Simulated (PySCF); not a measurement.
PySCF input file for silicon monoxide cation (OSi), SMILES O=[Si] (connectivity only; charge and spin as stated), charge +1, multiplicity 2, TDA-LC-ωPBE/def2-TZVPD. Coordinates come from a B3LYP-D3(BJ)/def2-TZVPD optimisation. The multiplicity is an assumed one; other spin states were not compared.

```python
import numpy as np
from pyscf import gto, scf, dft, tdscf

mol = gto.M(
    atom='''
    Si    0.00000000    0.00000000   -0.55370658
    O     0.00000000    0.00000000    0.96898652
    ''',
    basis='def2-TZVPD',
    charge=1,
    spin=1,
    max_memory=1600,
    verbose=4,
)
mf = dft.UKS(mol, xc='lc_wpbe').density_fit(auxbasis='def2-universal-jkfit')
mf.grids.level = 3
mf.conv_tol = 1e-9
mf.max_cycle = 100
mf.kernel()
fine, coarse = mf.grids, dft.Grids(mol).set(level=1).build(with_non0tab=True)
for _ in range(3):  # follow internal instabilities
    mf.grids = coarse
    mo, _, stable, _ = mf.stability(return_status=True, nroots=4)
    mf.grids = fine
    if stable:
        break
    mf.kernel(mf.make_rdm1(mo, mf.mo_occ))
mf.grids = dft.Grids(mol).set(level=1).build(with_non0tab=True)  # coarser grid for the response kernel
td = tdscf.TDA(mf)
td.nstates = 10
td.conv_tol = 1e-4
td.kernel(x0=td.get_init_guess(mf, 15))
td.analyze()
```

Log of the run:

```
PySCF version 2.14.0

[INPUT] verbose = 4
[INPUT] num. atoms = 2
[INPUT] num. electrons = 21
[INPUT] charge = 1
[INPUT] spin (= nelec alpha-beta = 2S) = 1
[INPUT] symmetry False subgroup None
[INPUT] Mole.unit = angstrom
[INPUT] Symbol           X                Y                Z      unit          X                Y                Z       unit  Magmom
[INPUT]  1 Si     0.000000000000   0.000000000000  -0.553706580000 AA    0.000000000000   0.000000000000  -1.046353789570 Bohr   0.0
[INPUT]  2 O      0.000000000000   0.000000000000   0.968986520000 AA    0.000000000000   0.000000000000   1.831119141195 Bohr   0.0

nuclear repulsion = 38.9230420910425
number of shells = 29
number of NR pGTOs = 124
number of NR cGTOs = 83
basis = def2-TZVPD
ecp = {}


[settings echo left out]
init E= -364.447363360947
  alpha nocc = 11  HOMO = -0.360722777383664  LUMO = -0.059255251588937
  beta  nocc = 10  HOMO = -0.515917294228718  LUMO = -0.360722777383664

WARN: HOMO -0.360722777383664 >= LUMO -0.360722777383664

cycle= 1 E= -363.976122622158  delta_E= 0.471  |g|= 0.638  |ddm|= 1.04
  alpha nocc = 11  HOMO = -0.554463670309592  LUMO = -0.27998721636303
  beta  nocc = 10  HOMO = -0.569833414343667  LUMO = -0.406460740323368
  HOMO = -0.55446367031  LUMO = -0.406460740323  gap/eV = 4.02736
cycle= 2 E= -363.288336091728  delta_E= 0.688  |g|= 1.46  |ddm|= 1.35
  alpha nocc = 11  HOMO = -0.764908309195456  LUMO = -0.2768108062993
  beta  nocc = 10  HOMO = -0.75996271492792  LUMO = -0.479702952691504
  HOMO = -0.759962714928  LUMO = -0.479702952692  gap/eV = 7.62626
cycle= 3 E= -364.181160736899  delta_E= -0.893  |g|= 0.0574  |ddm|= 0.811
  alpha nocc = 11  HOMO = -0.756630033858462  LUMO = -0.253316374731974
  beta  nocc = 10  HOMO = -0.749970299647032  LUMO = -0.43895867520397
  HOMO = -0.749970299647  LUMO = -0.438958675204  gap/eV = 8.46306
cycle= 4 E= -364.183467001686  delta_E= -0.00231  |g|= 0.0316  |ddm|= 0.105
  alpha nocc = 11  HOMO = -0.764173204811059  LUMO = -0.251922126483701
  beta  nocc = 10  HOMO = -0.757528913734365  LUMO = -0.434416155062792
  HOMO = -0.757528913734  LUMO = -0.434416155063  gap/eV = 8.79235
cycle= 5 E= -364.184227613462  delta_E= -0.000761  |g|= 0.0125  |ddm|= 0.0355
  alpha nocc = 11  HOMO = -0.765674160245776  LUMO = -0.251175382461285
  beta  nocc = 10  HOMO = -0.758439635048666  LUMO = -0.431065222880214
  HOMO = -0.758439635049  LUMO = -0.43106522288  gap/eV = 8.90831
cycle= 6 E= -364.184568691107  delta_E= -0.000341  |g|= 0.00645  |ddm|= 0.0287
  alpha nocc = 11  HOMO = -0.767298905623535  LUMO = -0.252022426850519
  beta  nocc = 10  HOMO = -0.75882166905883  LUMO = -0.430444212595269
  HOMO = -0.758821669059  LUMO = -0.430444212595  gap/eV = 8.93561
cycle= 7 E= -364.184738900072  delta_E= -0.00017  |g|= 0.00448  |ddm|= 0.022
  alpha nocc = 11  HOMO = -0.770267924764442  LUMO = -0.253071773995469
  beta  nocc = 10  HOMO = -0.759694322117813  LUMO = -0.430093206349213
  HOMO = -0.759694322118  LUMO = -0.430093206349  gap/eV = 8.96890
cycle= 8 E= -364.184877262837  delta_E= -0.000138  |g|= 0.00287  |ddm|= 0.0287
  alpha nocc = 11  HOMO = -0.772605913675911  LUMO = -0.253340884708447
  beta  nocc = 10  HOMO = -0.760419582388291  LUMO = -0.429911835469618
  HOMO = -0.760419582388  LUMO = -0.42991183547  gap/eV = 8.99357
cycle= 9 E= -364.18491755105  delta_E= -4.03e-05  |g|= 0.000812  |ddm|= 0.0203
  alpha nocc = 11  HOMO = -0.772997961802842  LUMO = -0.253334543402201
  beta  nocc = 10  HOMO = -0.760565597972542  LUMO = -0.429976202552396
  HOMO = -0.760565597973  LUMO = -0.429976202552  gap/eV = 8.99580
cycle= 10 E= -364.184919592661  delta_E= -2.04e-06  |g|= 0.00023  |ddm|= 0.00434
  alpha nocc = 11  HOMO = -0.773050335529031  LUMO = -0.25331875438251
  beta  nocc = 10  HOMO = -0.760614678295894  LUMO = -0.429938381664492
  HOMO = -0.760614678296  LUMO = -0.429938381664  gap/eV = 8.99816
cycle= 11 E= -364.184919775625  delta_E= -1.83e-07  |g|= 0.000104  |ddm|= 0.001
  alpha nocc = 11  HOMO = -0.773066641643087  LUMO = -0.253316936478742
  beta  nocc = 10  HOMO = -0.760671836807779  LUMO = -0.429943113788646
  HOMO = -0.760671836808  LUMO = -0.429943113789  gap/eV = 8.99959
cycle= 12 E= -364.184919834889  delta_E= -5.93e-08  |g|= 4.39e-05  |ddm|= 0.000473
  alpha nocc = 11  HOMO = -0.77305621166716  LUMO = -0.253320234147859
  beta  nocc = 10  HOMO = -0.760687913272616  LUMO = -0.429944831695884
  HOMO = -0.760687913273  LUMO = -0.429944831696  gap/eV = 8.99998
cycle= 13 E= -364.184919816825  delta_E= 1.81e-08  |g|= 1.2e-05  |ddm|= 0.000191
  alpha nocc = 11  HOMO = -0.773060764635658  LUMO = -0.253320883766309
  beta  nocc = 10  HOMO = -0.760693443245757  LUMO = -0.429944900973858
  HOMO = -0.760693443246  LUMO = -0.429944900974  gap/eV = 9.00013
cycle= 14 E= -364.184919817228  delta_E= -4.04e-10  |g|= 2.56e-06  |ddm|= 6.72e-05
  alpha nocc = 11  HOMO = -0.773060444257939  LUMO = -0.253320512194907
  beta  nocc = 10  HOMO = -0.760693346181626  LUMO = -0.429944515296008
  HOMO = -0.760693346182  LUMO = -0.429944515296  gap/eV = 9.00013
Extra cycle  E= -364.184919817238  delta_E= -9.32e-12  |g|= 1.25e-06  |ddm|= 3.56e-06
converged SCF energy = -364.184919817238  <S^2> = 0.7664989  2S+1 = 2.0164314
tot grids = 11592
uhf_internal: lowest eigs of H = [0.02721636 0.02721983 0.16069327 0.31458935]
<class 'pyscf.df.df_jk.DFUKS'> wavefunction is stable in the internal stability analysis
tot grids = 11592


******** <class 'pyscf.tdscf.uks.TDA'> for <class 'pyscf.df.df_jk.DFUKS'> ********
nstates = 10
deg_eia_thresh = 1.000e-03
wfnsym = None
conv_tol = 0.0001
eigh lindep = 1e-12
eigh level_shift = 0
eigh max_cycle = 100


Excitation energies (eV)
[0.74796557 0.74796557 3.43340777 5.67885324 5.97790831 5.97791994
 5.99900782 5.99900782 6.41667367 6.65770628]

** Excitation energies and oscillator strengths **
Excited State   1:      0.74797 eV   1657.62 nm  f=0.0010
       9b ->   11b     -0.86870
      10b ->   11b      0.47605
Excited State   2:      0.74797 eV   1657.62 nm  f=0.0010
       9b ->   11b     -0.47605
      10b ->   11b     -0.86870
Excited State   3:      3.43341 eV    361.11 nm  f=0.0654
       9a ->   14a      0.10532
      10a ->   13a     -0.23390
      11a ->   12a     -0.23390
       8b ->   11b     -0.91654
Excited State   4:      5.67885 eV    218.33 nm  f=0.0015
      10a ->   13a      0.46556
      11a ->   12a      0.46556
       8b ->   11b     -0.13331
       9b ->   12b     -0.49491
      10b ->   13b     -0.49491
Excited State   5:      5.97791 eV    207.40 nm  f=0.0000
      10a ->   12a      0.31673
      10a ->   13a      0.45158
      11a ->   12a     -0.45158
      11a ->   13a      0.31673
       9b ->   12b     -0.39268
       9b ->   13b     -0.15628
      10b ->   12b     -0.15628
      10b ->   13b      0.39268
Excited State   6:      5.97792 eV    207.40 nm  f=0.0000
      10a ->   12a     -0.45158
      10a ->   13a      0.31673
      11a ->   12a     -0.31673
      11a ->   13a     -0.45158
       9b ->   12b     -0.15628
       9b ->   13b      0.39269
      10b ->   12b      0.39269
      10b ->   13b      0.15628
Excited State   7:      5.99901 eV    206.67 nm  f=0.0247
       8a ->   12a     -0.11374
       9a ->   12a     -0.83094
       9a ->   13a     -0.31546
       8b ->   12b      0.23424
       8b ->   13b      0.34676
Excited State   8:      5.99901 eV    206.67 nm  f=0.0247
       8a ->   13a      0.11374
       9a ->   12a     -0.31546
       9a ->   13a      0.83094
       8b ->   12b     -0.34676
       8b ->   13b      0.23424
Excited State   9:      6.41667 eV    193.22 nm  f=0.0000
      10a ->   12a     -0.69363
      11a ->   13a      0.69363
Excited State  10:      6.65771 eV    186.23 nm  f=0.0000
       9b ->   13b      0.69552
      10b ->   12b     -0.69552

** Transition electric dipole moments (AU) **
state          X           Y           Z        Dip. S.      Osc.
  1         0.2320      0.0110      0.0000      0.0539      0.0010
  2        -0.0110      0.2320     -0.0000      0.0539      0.0010
  3        -0.0000      0.0000     -0.8816      0.7773      0.0654
  4         0.0000     -0.0000     -0.1024      0.0105      0.0015
  5        -0.0000      0.0000      0.0000      0.0000      0.0000
  6         0.0000      0.0000      0.0000      0.0000      0.0000
  7         0.0202     -0.4095      0.0000      0.1681      0.0247
  8         0.4095      0.0202     -0.0000      0.1681      0.0247
  9        -0.0000     -0.0000      0.0000      0.0000      0.0000
 10         0.0000     -0.0000     -0.0000      0.0000      0.0000

** Transition velocity dipole moments (imaginary part, AU) **
state          X           Y           Z        Dip. S.      Osc.
  1         0.0115      0.0005      0.0000      0.0001      0.0032
  2        -0.0005      0.0115      0.0000      0.0001      0.0032
  3        -0.0000      0.0000      0.0072      0.0001      0.0003
  4         0.0000      0.0000      0.0183      0.0003      0.0011
  5        -0.0000      0.0000      0.0000      0.0000      0.0000
  6         0.0000      0.0000      0.0000      0.0000      0.0000
  7         0.0028     -0.0564     -0.0000      0.0032      0.0096
  8         0.0564      0.0028     -0.0000      0.0032      0.0096
  9        -0.0000     -0.0000      0.0000      0.0000      0.0000
 10         0.0000     -0.0000      0.0000      0.0000      0.0000

** Transition magnetic dipole moments (imaginary part, AU) **
state          X           Y           Z
  1        -0.0147      0.3105      0.0000
  2        -0.3105     -0.0147     -0.0000
  3         0.0000     -0.0000     -0.0000
  4         0.0000      0.0000     -0.0000
  5        -0.0000     -0.0000      0.0000
  6        -0.0000      0.0000      0.0000
  7         0.8545      0.0421     -0.0000
  8        -0.0421      0.8545     -0.0000
  9         0.0000      0.0000     -0.0000
 10        -0.0000     -0.0000      0.0000
```

The run converged.

Cost: roughly 25 core-seconds.
